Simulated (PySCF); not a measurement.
# Magnesium: a sound run and one with changed settings

Sound run: Mg [Ne] 3s2, Mg⁺ [Ne] 3s1. All numbers are calculated (PySCF 2.14, the non-relativistic Hamiltonian (point nucleus), in cc-pVTZ (5s4p2d1f, 34 functions)). The sound run starts from symmetry-adapted Hartree-Fock orbitals and uses a fine grid where one is needed.

Changed run: 14 angular points. This setting is unsound on purpose.

```json
{"species": "Mg", "method": "UHF", "sound run (hartree)": "-199.61335", "changed run (hartree)": "-199.61335", "converged": "yes"}
{"species": "Mg", "method": "B3LYP", "sound run (hartree)": "-200.09770", "changed run (hartree)": "-200.09770", "converged": "yes"}
{"species": "Mg", "method": "M06-L", "sound run (hartree)": "-200.05839", "changed run (hartree)": "-200.05839", "converged": "yes"}
{"species": "Mg⁺", "method": "UHF", "sound run (hartree)": "-199.37053", "changed run (hartree)": "-199.37053", "converged": "yes"}
{"species": "Mg⁺", "method": "B3LYP", "sound run (hartree)": "-199.81370", "changed run (hartree)": "-199.81370", "converged": "yes"}
{"species": "Mg⁺", "method": "M06-L", "sound run (hartree)": "-199.78246", "changed run (hartree)": "-199.78246", "converged": "yes"}
```

Ionisation energy of Mg:

```json
{"method": "UHF", "sound run (eV)": "6.607", "changed run (eV)": "6.607"}
{"method": "B3LYP", "sound run (eV)": "7.728", "changed run (eV)": "7.728"}
{"method": "M06-L", "sound run (eV)": "7.509", "changed run (eV)": "7.509"}
```

Here the setting changes nothing at the digits shown.

For comparison, NIST gives 7.646 eV between the lowest levels.
